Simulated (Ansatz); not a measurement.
# BClH2: the cost of one run

Method: RKS CAM-B3LYP-D4/def2-SVP, in Ansatz 0.2.0.

## 1. The starting structure

Bond lengths: B1–H2 1.190 Å, B1–Cl3 1.860 Å, B1–H4 1.190 Å. Angles: H2–B1–Cl3 120.0°, H2–B1–H4 120.0°, Cl3–B1–H4 120.0°.

Structure file:

```xyz
4

B     0.0000    0.0000    0.0000
H     0.0000    0.0000    1.1900
Cl    1.6108    0.0000   -0.9300
H    -1.0305    0.0000   -0.5950
```

## 2. Relaxing the start

input.yaml reads:

```yaml
crystal:
  periodic: [false, false, false]
  atoms:
    - { symbol: B, position_ang: [0.0, 0.0, 0.0] }
    - { symbol: H, position_ang: [0.0, 0.0, 1.19] }
    - { symbol: Cl, position_ang: [1.6108, 0.0, -0.93] }
    - { symbol: H, position_ang: [-1.0305, 0.0, -0.595] }
basis:
  gaussian: { orbitals: def2-SVP }
hamiltonian:
  xc: cam_b3lyp
  dispersion: d4
relax:
  f_tol: 0.02
  max_steps: 40
```

Run with:

```
ansatz run input.yaml --threads 1 --pin off --max-ram 2048MiB --backend cpu --events-out ev --progress --plain --runs-dir out
```

**Question.** How long does this run take on 1 thread of Arm Neoverse V2, shared host, and how much memory does it need?

About 4.1 s, with a peak of 0.098 GiB.
